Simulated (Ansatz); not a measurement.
# C₃H₅O radical: one species, many methods

The task here is to estimate one member of a computed series from the others.

Computed with Ansatz 0.2.0, Gaussian basis. Level: functionals in def2-TZVPP, the program's frozen cores in correlated methods.

The runs, in order: LDA (SPW92), PBE-D4, revPBE-D4, BLYP-D4, r2SCAN-D4, B97M-V, PBE0-D4, B3LYP-D4, r2SCANh-D4, r2SCAN0-D4, HSE06-D4, BHLYP-D4, CAM-B3LYP-D4, LC-ωPBE, ωB97X-V, ωB97M-V, B2PLYP, PBE-QIDH; CCSD(T)/def2-SVP; CCSD(T)/def2-TZVPP; CCSD(T)/def2-QZVPP; extrapolation to the limit; RPA on PBE.

5 further runs of the same task are left out: 4 for a known fault of the program, 1 that didn't finish.

## The relaxed structure

An earlier PBE0-D4 in a triple-zeta def2 set relaxation fixed the geometry.

SMILES `[CH2]OC=C`, 9 atoms, charge 0, spin multiplicity 2.

Atoms are counted from 1 here; the program's logs count them from 0.

Bond lengths: C1–O2 1.351 Å, C1–H5 1.078 Å, C1–H6 1.083 Å, O2–C3 1.355 Å, C3–C4 1.324 Å, C3–H7 1.087 Å, C4–H8 1.080 Å, C4–H9 1.082 Å. Angles: O2–C1–H5 114.0°, O2–C1–H6 118.6°, H5–C1–H6 122.9°, C1–O2–C3 118.2°, O2–C3–C4 121.9°, O2–C3–H7 115.0°, C4–C3–H7 123.1°, C3–C4–H8 119.5°, C3–C4–H9 121.5°, H8–C4–H9 119.0°.

As a file:

```xyz
9

C    -0.14041    1.80381   -0.14206
O     0.25351    0.58015   -0.55648
C    -0.00971   -0.48200    0.24180
C     0.36769   -1.70941   -0.08069
H    -0.00526    2.58026   -0.87825
H    -0.87096    1.87029    0.65533
H    -0.54886   -0.24733    1.15653
H     0.13390   -2.52940    0.58264
H     0.90851   -1.91256   -0.99592
```

Set-up of the first run:

Contents of in.yaml:

```yaml
crystal:
  periodic: [false, false, false]
  atoms:
    - {symbol: C, position_ang: [-0.140407, 1.803807, -0.142057]}
    - {symbol: O, position_ang: [0.253509, 0.580147, -0.556480]}
    - {symbol: C, position_ang: [-0.009715, -0.482002, 0.241796]}
    - {symbol: C, position_ang: [0.367686, -1.709413, -0.080688]}
    - {symbol: H, position_ang: [-0.005264, 2.580255, -0.878247]}
    - {symbol: H, position_ang: [-0.870959, 1.870289, 0.655326]}
    - {symbol: H, position_ang: [-0.548857, -0.247327, 1.156533]}
    - {symbol: H, position_ang: [0.133898, -2.529400, 0.582637]}
    - {symbol: H, position_ang: [0.908508, -1.912556, -0.995919]}
basis:
  gaussian: {orbitals: def2-TZVPP}
magnetization: {spin_polarized: true, initial_magnetization: 1}
hamiltonian: {xc: lda}
output: {orbitals: {seedname: orbitals}}
```

On the command line:

```
$ ansatz run in.yaml --threads 2 --pin off --events-out ev --progress --plain --max-ram 32768MiB --backend cpu
```

Among the steps run: LDA; PBE-D4 (GGA); revPBE-D4 (GGA); BLYP-D4 (GGA); r2SCAN-D4 (meta-GGA); B97M-V (meta-GGA); PBE0-D4 (hybrid); B3LYP-D4 (hybrid); r2SCANh-D4 (hybrid); r2SCAN0-D4 (hybrid); HSE06-D4 (hybrid); BHLYP-D4 (hybrid); CAM-B3LYP-D4 (range-separated); LC-ωPBE (range-separated); ωB97X-V (range-separated); ωB97M-V (range-separated); B2PLYP (double hybrid); PBE-QIDH (double hybrid).

One table of the session follows, with a row left open; its other results are not shown here.

It belongs to the step «Orbital energies across the functionals». 

```
  functional  HOMO (eV)  gap (eV)
 LDA (SPW92)      -3.98      1.22
      PBE-D4          ?         ?
   revPBE-D4      -3.91      1.78
     BLYP-D4      -3.80      1.54
   r2SCAN-D4      -4.35      2.74
      B97M-V      -4.18      2.22
     PBE0-D4      -5.31      4.30
    B3LYP-D4      -5.03      3.56
  r2SCANh-D4      -4.85      3.67
  r2SCAN0-D4      -5.61      5.06
    HSE06-D4      -4.90      3.50
    BHLYP-D4      -6.54      6.66
CAM-B3LYP-D4      -6.65      6.65
     LC-ωPBE      -8.07      9.55
     ωB97X-V      -7.56      8.61
     ωB97M-V      -7.39      8.26
```

**Question.** Estimate the row for PBE-D4.

As computed: HOMO (eV): -3.96; gap (eV): 1.69. In the column «HOMO (eV)» it lies between LDA (SPW92) (-3.98) and revPBE-D4 (-3.91).
